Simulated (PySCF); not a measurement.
Computed with PBE-D3(BJ)/def2-TZVP // PBE0-D3(BJ)/def2-TZVP (PySCF 2.14.0). Gas-phase values, no solvent. 

Reference species (SMILES): `[Si](S)(F)(F)F` (neutral, multiplicity 1).

```
Item                      Result
----------------------  --------
S1 oscillator strength     0.001
HOMO                    -7.22 eV
```

Changed species: `F[Si](F)(F)F` (0 of 4 F replaced by SH; the reference has 1 of 4 F replaced by SH).

**Question.** What does the change do to the S1 oscillator strength and HOMO?

**Answer.** the S1 oscillator strength hardly moves; the HOMO decreases by 3.37 eV, to -10.59 eV.
